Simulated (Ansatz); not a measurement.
Consider the atomization: `C=C(C=S)CF` → 4 C• + F• + 5 H• + S•.

Computed with Ansatz on PBE0-D4/def2-TZVP structures; ΔE is electronic, products minus reactants. CCSD(T)/CBS adds triple-zeta CCSD(T) − MP2 to the extrapolated MP2 energy (def2 sets, frozen cores). This one scheme is used for every species, atoms too. Functionals use def2-TZVPP. B3LYP here is the variant with VWN-RPA as its local correlation; programs differ in this. No spin–orbit coupling; open shells (•) take unrestricted orbitals. Spin–orbit coupling would lower the free atoms: a little for C, F, S. One conformer a species, not always the lowest.

(1) What is ΔE at CCSD(T)/CBS? (An estimate is asked.)

(2) What do these levels give: ωB97X-V, r2SCAN, PBE0, B3LYP, HF/def2-TZVPP, MP2/def2-TZVPP, SCS-MP2/def2-TZVPP, CCSD/def2-TZVPP, CCSD(T)/def2-TZVPP, HF/def2-QZVPP, SCS-MP2/def2-QZVPP, MP2/CBS(def2)? (Estimate.)

Largest T1 diagnostic among the species: 0.015.

## Answers

(1) Ansatz gave: +4519.0 kJ/mol.

(2) The calculation gave: ωB97X-V 4524.6, r2SCAN 4549.3, PBE0 4556.6, B3LYP 4489.5, HF/def2-TZVPP 3246.7, MP2/def2-TZVPP 4514.4, SCS-MP2/def2-TZVPP 4458.6, CCSD/def2-TZVPP 4312.2, CCSD(T)/def2-TZVPP 4403.3, HF/def2-QZVPP 3250.9, SCS-MP2/def2-QZVPP 4533.7, MP2/CBS(def2) 4630.2 kJ/mol.

In def2-TZVPP, CCSD(T) changes the Hartree–Fock value by +1156.6 kJ/mol (the triples alone add +91.1 kJ/mol) and MP2 by +1267.8 kJ/mol; breaking electron pairs costs correlation energy, which Hartree–Fock lacks. The D4 term adds +40.0 kJ/mol with B3LYP and +21.0 kJ/mol with PBE0; it sums over pairs of atoms, weighted by their polarisabilities, and B3LYP, whose exchange is more repulsive, gets the larger term. From PBE to PBE0 (25 % exact exchange), in def2-TZVPP and without D4, ΔE moves by −111.6 kJ/mol: exact exchange takes away binding that semilocal exchange gives to molecules.

For atomizations the MP2-based limit and the directly extrapolated one differ by several kJ/mol either way, and by 10 to 25 for some Ge, Se and Sn compounds, so smaller differences from it don't rank the levels.
